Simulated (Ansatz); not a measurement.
**CH₂O (singlet): wave-function methods side by side, cc-pVTZ**

An exercise on one series of results from a longer session: the logs are not shown, and one member is left open.

Computed with Ansatz 0.2.0, Gaussian basis. Level: cc-pVTZ, core rule «outside noble gas», up to 2 orbitals frozen.

The runs, in order: UHF; CCSD(T) on RHF; BCCD(T) on RHF; CISD; CCSDT(Q) on RHF; CASSCF and MRCISD+Q, 12 electrons in 10 orbitals; CASSCF and MRCISD+Q(relaxed), 12 electrons in 10 orbitals; CASSCF and NEVPT2, 12 electrons in 10 orbitals.

9 further runs of the same task are left out: 9 set aside as unsound or not needed.

## The system

The geometry is an MP2(full)/6-31G* stationary point (not a proven minimum).

4 atoms, charge 0, spin multiplicity 1.

Atoms are counted from 1 here; the program's logs count them from 0.

Bond lengths: O1–C2 1.220 Å, C2–H3 1.104 Å, C2–H4 1.104 Å. Angles: O1–C2–H3 122.2°, O1–C2–H4 122.2°, H3–C2–H4 115.7°.

The first run:

The input, in.yaml:

```yaml
crystal:
  periodic: [false, false, false]
  atoms:
    - {symbol: O, position_ang: [0.000000, 0.000000, 0.609421]}
    - {symbol: C, position_ang: [0.000000, 0.000000, -0.610694]}
    - {symbol: H, position_ang: [0.000000, 0.934390, -1.198244]}
    - {symbol: H, position_ang: [0.000000, -0.934390, -1.198244]}
basis:
  gaussian: {orbitals: cc-pVTZ}
magnetization: {spin_polarized: true, initial_magnetization: 0}
hamiltonian: {xc: hf}
output: {orbitals: {seedname: orbitals}}
```

Command:

```sh
$ ansatz run in.yaml --threads 1 --pin off --events-out ev --progress --plain --max-ram 3328MiB --backend cpu
```

Steps of the session up to this table: UHF; CCSD(T) on RHF; BCCD(T) on RHF; CISD; CCSDT(Q) on RHF; CASSCF and MRCISD+Q, 12 electrons in 10 orbitals; CASSCF and MRCISD+Q(relaxed), 12 electrons in 10 orbitals; CASSCF and NEVPT2, 12 electrons in 10 orbitals.

One table of the session follows, with a row left open; its other results are not shown here.

It belongs to the step «Misses and costs». 

| method | from RCCSDT(Q) (kcal/mol) |
| --- | --- |
| RHF | +266.74 |
| RMP2 | +17.50 |
| CISD | +30.81 |
| RCCSD | +11.36 |
| RCCSD(T) | +0.77 |
| BCCD(T) | +0.74 |
| RCCSDT | ? |
| RCCSDT(Q) | 0 |
| CASSCF valence | +181.94 |
| NEVPT2 valence | +29.45 |
| MRCISD valence | +12.57 |
| MRCISD+Q valence | +1.87 |
| MRCISD+Q(relaxed) valence | +1.08 |

Q: Estimate the row for RCCSDT from the others.

As computed: from RCCSDT(Q) (kcal/mol): +0.67. In the column «from RCCSDT(Q) (kcal/mol)» it lies between RCCSDT(Q) (0) and BCCD(T) (+0.74).
